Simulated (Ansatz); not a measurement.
A calculation on 1T (CdI2-type) SnS2 returned lattice constant a 3.729 Å, lattice parameter c 8.412 Å.

For reference: lattice constant a 3.646 Å (measured, room temperature, not corrected to a static lattice, our sources range from 3.640 to 3.650; as tabulated in Lima et al. (2018), arXiv:1803.05430); lattice parameter c 5.893 Å (measured, room temperature, no zero-point or thermal correction; as tabulated in Lima et al. (2018), arXiv:1803.05430).

Question: Which level of theory produced these numbers?
(A) LC-ωPBE (Ansatz, a program for electronic structure)
(B) PBE0-D4 (Ansatz)
(C) PBE-D3(BJ) (Ansatz)
(D) revPBE (Ansatz)

Answer: D, revPBE (Ansatz)

The others give: LC-ωPBE 3.613 Å, 6.567 Å; PBE0-D4 3.628 Å, 5.817 Å; PBE-D3(BJ) 3.669 Å, 5.808 Å.

Unless a cell is named, each level is at its own relaxed cell (LC-ωPBE 24.75, PBE-D3(BJ) 22.57, PBE0-D4 22.10, revPBE 33.77 Å³/atom).

Caveats: for a layered or molecular solid the relaxed cell lies over 5 % above the published volume, where the minimum can be shallow (revPBE); the cell comes from a level without a dispersion term, which matters for the spacing of layers, chains or molecules (LC-ωPBE, revPBE). Ansatz's density-functional and Hartree–Fock values are scalar-relativistic unless marked +SOC, with PAW data made under PBE.
